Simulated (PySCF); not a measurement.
## Basis-set dependence of population analyses: `CC1=C[C@@H]1CF`

Species: C5H7F.
Cartesian coordinates in Å at the PBE0-D3(BJ)/def2-SVP level; atoms count from 1:
```xyz
13
C5H7F angstrom
C      1.9923    0.0914   -0.1696
C      0.6299    0.6392   -0.1385
C     -0.2432    1.5592    0.1399
C     -0.7831    0.3374   -0.5474
C     -1.5846   -0.6934    0.1955
F     -1.2170   -1.9643   -0.1968
H      2.0119   -0.9040    0.3009
H      2.3181   -0.0488   -1.2134
H      2.7116    0.7477    0.3404
H     -0.4928    2.5416    0.5320
H     -1.0412    0.3910   -1.6203
H     -2.6664   -0.5804    0.0030
H     -1.4091   -0.5987    1.2820
```

PBE0 throughout (PySCF), one geometry, spherical d and f functions. Isolated species at its PBE0-D3(BJ)/def2-SVP geometry (one conformer only). Atoms taken as equivalent share a column and are averaged. The first 7 of 11 kinds of atom are listed.

Mulliken charges (e):

```csv
basis,functions,C1,C2,C3,C4,C5,F6,H7/H8/H9
STO-3G,37,-0.245,-0.007,-0.114,-0.083,-0.045,-0.120,+0.102
6-31G,68,-0.574,+0.072,-0.163,-0.247,+0.028,-0.355,+0.196
pcSseg-0,68,-0.630,-0.092,-0.181,-0.411,+0.018,-0.400,+0.259
6-31G*,98,-0.630,+0.164,-0.231,-0.231,+0.044,-0.352,+0.204
cc-pVDZ,119,-0.045,-0.011,-0.117,-0.113,+0.262,-0.258,+0.071
def2-SVP,119,+0.020,+0.021,-0.212,-0.173,+0.334,-0.295,+0.063
aug-cc-pVDZ,201,+0.132,-0.003,+0.593,+0.609,+0.798,-0.478,-0.034
"6-311+G(2d,p)",204,-0.762,+0.630,-0.576,+0.238,-0.238,-0.265,+0.168
def2-TZVP,228,-0.342,+0.018,-0.223,-0.097,+0.023,-0.239,+0.144
cc-pVTZ,278,-0.249,+0.083,-0.273,-0.107,+0.138,-0.238,+0.113
IGLO-III,280,-0.394,+0.036,-0.120,-0.041,-0.006,-0.283,+0.133
pcSseg-2,314,-0.020,+0.019,-0.175,-0.079,+0.298,-0.315,+0.049
```

IAO charges (e):

| basis | functions | C1 | C2 | C3 | C4 | C5 | F6 | H7/H8/H9 |
| --- | --- | --- | --- | --- | --- | --- | --- | --- |
| STO-3G | 37 | -0.414 | +0.005 | -0.134 | -0.156 | -0.110 | -0.147 | +0.154 |
| 6-31G | 68 | -0.449 | +0.039 | -0.187 | -0.154 | -0.006 | -0.316 | +0.169 |
| pcSseg-0 | 68 | -0.439 | +0.028 | -0.177 | -0.169 | -0.003 | -0.304 | +0.167 |
| 6-31G* | 98 | -0.431 | +0.037 | -0.182 | -0.141 | +0.031 | -0.324 | +0.162 |
| cc-pVDZ | 119 | -0.431 | +0.040 | -0.187 | -0.141 | +0.030 | -0.327 | +0.163 |
| def2-SVP | 119 | -0.422 | +0.040 | -0.181 | -0.139 | +0.035 | -0.328 | +0.160 |
| aug-cc-pVDZ | 201 | -0.440 | +0.042 | -0.193 | -0.145 | +0.028 | -0.344 | +0.167 |
| 6-311+G(2d,p) | 204 | -0.442 | +0.042 | -0.193 | -0.146 | +0.026 | -0.345 | +0.167 |
| def2-TZVP | 228 | -0.441 | +0.041 | -0.193 | -0.146 | +0.030 | -0.344 | +0.167 |
| cc-pVTZ | 278 | -0.443 | +0.041 | -0.193 | -0.146 | +0.029 | -0.340 | +0.167 |
| IGLO-III | 280 | -0.443 | +0.041 | -0.193 | -0.146 | +0.028 | -0.345 | +0.168 |
| pcSseg-2 | 314 | -0.442 | +0.042 | -0.193 | -0.147 | +0.030 | -0.345 | +0.167 |

Hirshfeld charges (e):

| basis | functions | C1 | C2 | C3 | C4 | C5 | F6 | H7/H8/H9 |
| --- | --- | --- | --- | --- | --- | --- | --- | --- |
| STO-3G | 37 | -0.017 | -0.014 | -0.061 | -0.033 | +0.054 | -0.092 | +0.030 |
| 6-31G | 68 | -0.082 | +0.012 | -0.072 | -0.055 | +0.025 | -0.152 | +0.053 |
| pcSseg-0 | 68 | -0.088 | +0.019 | -0.065 | -0.053 | +0.021 | -0.144 | +0.052 |
| 6-31G* | 98 | -0.082 | +0.010 | -0.070 | -0.056 | +0.021 | -0.140 | +0.053 |
| cc-pVDZ | 119 | -0.093 | +0.015 | -0.065 | -0.061 | +0.010 | -0.127 | +0.055 |
| def2-SVP | 119 | -0.098 | +0.019 | -0.065 | -0.061 | +0.012 | -0.134 | +0.056 |
| aug-cc-pVDZ | 201 | -0.105 | +0.009 | -0.066 | -0.072 | +0.004 | -0.136 | +0.060 |
| 6-311+G(2d,p) | 204 | -0.098 | +0.005 | -0.065 | -0.071 | +0.009 | -0.140 | +0.058 |
| def2-TZVP | 228 | -0.102 | +0.010 | -0.066 | -0.068 | +0.006 | -0.136 | +0.059 |
| cc-pVTZ | 278 | -0.103 | +0.013 | -0.066 | -0.067 | +0.005 | -0.132 | +0.058 |
| IGLO-III | 280 | -0.106 | +0.009 | -0.066 | -0.071 | +0.004 | -0.136 | +0.060 |
| pcSseg-2 | 314 | -0.107 | +0.011 | -0.066 | -0.070 | +0.003 | -0.136 | +0.060 |

Some averages cover members that differ in this geometry, most widely: H7/H8/H9, Mulliken in aug-cc-pVDZ -0.067 to -0.001 e.

Task: Which scheme is steadiest as the basis changes?

Result: Largest range over the bases for any column: Hirshfeld 0.09 e, IAO 0.20 e, Mulliken 1.17 e. Hirshfeld charges move least and Mulliken charges most, counted in e. Without the minimal STO-3G basis the ranges are Hirshfeld 0.03, IAO 0.04, Mulliken 1.17 e.

Task: How much do the charges still move between the two largest bases, IGLO-III and pcSseg-2?

Result: At most, over all atoms: Mulliken 0.374 e, IAO 0.002 e, Hirshfeld 0.002 e.

Task: What do the same runs give for the total energy, the frontier levels and the dipole moment?

Result: 
```csv
basis,energy (Eh),HOMO (eV),LUMO (eV),μ (D)
STO-3G,-290.3765,-4.55,3.51,1.24
6-31G,-294.0796,-6.97,0.54,2.13
pcSseg-0,-293.4763,-7.31,0.16,2.15
6-31G*,-294.1531,-6.86,0.61,1.89
cc-pVDZ,-294.1768,-6.96,0.41,1.88
def2-SVP,-293.9477,-7.06,0.31,1.90
aug-cc-pVDZ,-294.1984,-7.10,-0.05,2.02
"6-311+G(2d,p)",-294.2498,-7.13,-0.02,2.05
def2-TZVP,-294.2764,-7.10,0.13,1.98
cc-pVTZ,-294.2662,-7.07,0.20,1.94
IGLO-III,-294.2824,-7.11,0.04,2.01
pcSseg-2,-294.2772,-7.13,0.05,2.02
```

The dipole is fixed by the density alone, so its range of 0.91 D shows that the density itself changes with the basis, not only its division among atoms.
